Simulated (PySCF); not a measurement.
## A basis-limit estimate, worked out

An elementary step of SiH4S2, singlet (SiH₄S₂ ([SH][SiH2][SH]) → SiH₂S ([SiH2][S]) + H₂S (still joined by a long Si–S bond); bonds formed: S2–H4; bonds broken: S3–H4; bonds weakened to dative contacts: Si1–S2). “Start” is the structure reached by relaxing down from the saddle towards the reactants; PBE0-D4/def2-TZVP structures. The saddle:

```csv
atom,x (Å),y (Å),z (Å)
Si1,-0.5167,-0.2285,0.6850
S2,1.0595,-0.4230,-1.0641
S3,-1.6404,1.1493,-0.2538
H4,-0.0926,0.4283,-1.3592
H5,-0.9243,-1.6546,0.7829
H6,0.3540,0.0856,1.8496
H7,1.7605,0.6430,-0.6405
```

Computed with PySCF 2.14 with density fitting (its default auxiliary sets; JK sets also for MP2 and CCSD(T)) (basis: def2-TZVPP and def2-QZVPP); correlated methods freeze the cores.

Energies in eV:

| quantity | saddle | start |
| --- | --- | --- |
| Hartree–Fock, triple zeta (X = 3) | -29560.87025 | -29563.00679 |
| Hartree–Fock, quadruple zeta (X = 4) | -29561.73409 | -29563.86780 |
| MP2 correlation, X = 3 | -13.61192 | -13.10570 |
| MP2 correlation, X = 4 | -14.75880 | -14.22489 |
| CCSD(T) correlation, X = 3 | -15.64887 | -15.21799 |

(1) Work out the barrier at the basis limit: extrapolate Hartree–Fock as E(X) = E∞ + A exp(−7.88 √X) and the MP2 correlation as E(X) = E∞ + B X^−2.97 (the exponents that Neese and Valeev fitted for def2-TZVPP and QZVPP), then add CCSD(T) − MP2 in triple zeta.

No T1 diagnostic of these runs exceeds 0.015.

Answers

(1) Each step is linear, so take the differences first (saddle − start): Hartree–Fock 2.13654 (X = 3) and 2.13371 (X = 4); MP2 correlation -0.50622 and -0.53391; CCSD(T) correlation -0.43088.
Two points give E∞ = E(4) + w [E(4) − E(3)], with w = 1/(exp(7.88 (2 − √3)) − 1) = 0.1377 for Hartree–Fock and w = 1/((4/3)^2.97 − 1) = 0.7407 for the correlation.
Hartree–Fock: 2.13371 + 0.1377 × (-0.00283) = 2.1333 eV.
MP2 correlation: -0.53391 + 0.7407 × (-0.02769) = -0.5544 eV.
CCSD(T) − MP2: -0.43088 − (-0.50622) = 0.0753 eV.
Sum: 2.1333 + (-0.5544) + 0.0753 = 1.6542 eV, or 38.15 kcal/mol. Plain CCSD(T) in triple zeta gives 1.7057 eV, so the larger basis shifts the result by -0.0515 eV.

Labels in which every atom is bracketed show which atoms are joined, not bond orders.

For scale, one of the runs: CCSD(T)/def2-TZVPP, 182 basis functions, launched by `OMP_NUM_THREADS=4 python run.py`. Hardware: 4 CPU threads of an Arm Neoverse V1, shared host. Wall time 3.4 min; peak host memory 1.6 GiB.
